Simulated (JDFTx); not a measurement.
An input for a modified build of JDFTx (Al (SMILES [Al+]), charge +1, multiplicity 1, linear PCM (GLSSA13), ethylene carbonate, 1 M KF; bohr, hartree) and the course of its log:

```
lattice \
  14.1729459347 0.0000000000 0.0000000000 \
  0.0000000000 14.1729459347 0.0000000000 \
  0.0000000000 0.0000000000 14.1729459347
coords-type Cartesian
ion Al 0.0000000000 0.0000000000 0.0000000000 0
ion-species pseudo/al_pbe_v1.upf
elec-cutoff 20 100
elec-ex-corr gga-PBE
symmetries none
elec-n-bands 1
elec-initial-charge -1
electronic-minimize nIterations 150 energyDiffThreshold 1e-7
fluid LinearPCM
pcm-variant GLSSA13
fluid-solvent EC
fluid-cation K+ 1
fluid-anion F- 1
fluid-minimize nIterations 400 knormThreshold 1e-11
wavefunction read s0.wfns 4
dump-name s6.$VAR
dump End State Ecomponents EigStats BandEigs Forces ElecDensity IonicPositions FluidDebug
```

```
[one cycle in 7 is shown, and the last three; fluid-solver lines are left out]
ElecMinimize: Iter:   0  Etot: -1.980332166723677  |grad|_K:  7.916e-04  alpha:  1.000e+00
ElecMinimize: Iter:   7  Etot: -2.663639572215581  |grad|_K:  2.607e-03  alpha:  1.112e-01  linmin: -4.294e-04
ElecMinimize: Iter:  14  Etot: -2.732871763210839  |grad|_K:  1.698e-03  alpha:  1.241e-01  linmin:  4.998e-04
ElecMinimize: Iter:  21  Etot: -2.761817929727109  |grad|_K:  1.420e-03  alpha:  2.183e-01  linmin: -7.766e-04
ElecMinimize: Iter:  28  Etot: -2.795478273304970  |grad|_K:  9.179e-04  alpha:  1.790e-01  linmin: -1.469e-04
ElecMinimize: Iter:  35  Etot: -2.810795079632641  |grad|_K:  1.107e-03  alpha:  2.298e-01  linmin: -7.915e-04
ElecMinimize: Iter:  42  Etot: -2.827247544664001  |grad|_K:  5.597e-04  alpha:  2.686e-01  linmin:  2.432e-05
ElecMinimize: Iter:  49  Etot: -2.837448277076591  |grad|_K:  4.222e-04  alpha:  7.170e-01  linmin:  3.517e-04
ElecMinimize: Iter:  56  Etot: -2.845533486595534  |grad|_K:  3.292e-04  alpha:  5.481e-01  linmin: -2.642e-04
ElecMinimize: Iter:  63  Etot: -2.853927200546512  |grad|_K:  3.770e-04  alpha:  5.948e-01  linmin: -2.354e-04
ElecMinimize: Iter:  70  Etot: -2.857737176172821  |grad|_K:  2.000e-04  alpha:  8.928e-01  linmin:  7.247e-05
ElecMinimize: Iter:  77  Etot: -2.862575833424406  |grad|_K:  1.556e-04  alpha:  1.870e+00  linmin: -2.148e-04
ElecMinimize: Iter:  84  Etot: -2.864512120574612  |grad|_K:  1.728e-04  alpha:  1.130e+00  linmin: -4.973e-05
ElecMinimize: Iter:  91  Etot: -2.867517416191027  |grad|_K:  1.124e-04  alpha:  1.022e+00  linmin:  5.827e-05
ElecMinimize: Iter:  98  Etot: -2.868759023182891  |grad|_K:  1.003e-04  alpha:  2.191e+00  linmin:  2.137e-04
ElecMinimize: Iter: 105  Etot: -2.869885105870053  |grad|_K:  6.965e-05  alpha:  1.358e+00  linmin: -1.101e-04
ElecMinimize: Iter: 112  Etot: -2.870934098437836  |grad|_K:  1.083e-04  alpha:  1.375e+00  linmin: -2.671e-04
ElecMinimize: Iter: 119  Etot: -2.871564014917069  |grad|_K:  3.741e-05  alpha:  1.749e+00  linmin: -5.572e-06
ElecMinimize: Iter: 126  Etot: -2.872044982117286  |grad|_K:  5.346e-05  alpha:  2.982e+00  linmin: -2.961e-04
ElecMinimize: Iter: 133  Etot: -2.872382758863772  |grad|_K:  3.540e-05  alpha:  2.212e+00  linmin: -1.415e-04
ElecMinimize: Iter: 140  Etot: -2.872781641010101  |grad|_K:  4.237e-05  alpha:  1.622e+00  linmin: -5.383e-05
ElecMinimize: Iter: 147  Etot: -2.872951588353615  |grad|_K:  3.417e-05  alpha:  2.685e+00  linmin: -2.191e-05
ElecMinimize: Iter: 148  Etot: -2.872990145434722  |grad|_K:  3.679e-05  alpha:  2.718e+00  linmin:  6.442e-04
ElecMinimize: Iter: 149  Etot: -2.873027316957278  |grad|_K:  3.730e-05  alpha:  2.263e+00  linmin:  1.248e-03
ElecMinimize: Iter: 150  Etot: -2.873062929662496  |grad|_K:  3.542e-05  alpha:  2.139e+00  linmin: -1.217e-03
ElecMinimize: None of the convergence criteria satisfied after 150 iterations.
IonicMinimize: Iter:   0  Etot: -2.873062929662496  |grad|_K:  0.000e+00
IonicMinimize: Converged (|grad|_K<1.000000e-04).
```

This run gave no converged result. The electronic loop ended without meeting its threshold, so the last energy, chemical potential and forces aren't results.
